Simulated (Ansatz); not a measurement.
Input file for Ansatz (an electronic-structure program): R-BLYP/def2-TZVPP on acetamide (SMILES CC(N)=O), a point of a torsion scan.

Ansatz 0.2 input:
```yaml
crystal:
  periodic: [false, false, false]
  atoms:
    - {symbol: C, position_ang: [-1.11713162, 0.01433630, -0.25130655]}
    - {symbol: C, position_ang: [0.16206531, -0.05029940, 0.53540478]}
    - {symbol: N, position_ang: [1.29230451, 0.25404608, -0.25819647]}
    - {symbol: O, position_ang: [0.23679195, -0.35548333, 1.69684014]}
    - {symbol: H, position_ang: [-1.36212272, 1.06255543, -0.41126451]}
    - {symbol: H, position_ang: [-0.98417406, -0.44911219, -1.22471850]}
    - {symbol: H, position_ang: [-1.92424157, -0.46301600, 0.29627881]}
    - {symbol: H, position_ang: [1.65702414, -0.56743245, -0.72420315]}
    - {symbol: H, position_ang: [2.04759686, 0.55802040, 0.35851022]}
basis:
  gaussian:
    orbitals: def2-TZVPP
hamiltonian:
  xc: {name: BLYP}
scf: {lower_state_search: off}
```

The head of its log:

```
WARN ansatz: RAYON_NUM_THREADS=1 ignored (pool sized by the plan → 1); use --threads N
Functional definition: BLYP
these checks for a lower state are left out or cut short: stability, starts, cluster_reference, orbital_swaps, neighbouring_geometries, increment
integrals: 0.08 GiB planned
961 factors; their error is unknown
mean field: 0.72 GiB planned
mean field evaluation 1: about -5678.8005 eV, gradient 8.7e1 eV
mean field evaluation 2: about -5650.7032 eV, gradient 1.4e2 eV
```

Predict the final total energy.

-209.2241 hartree.
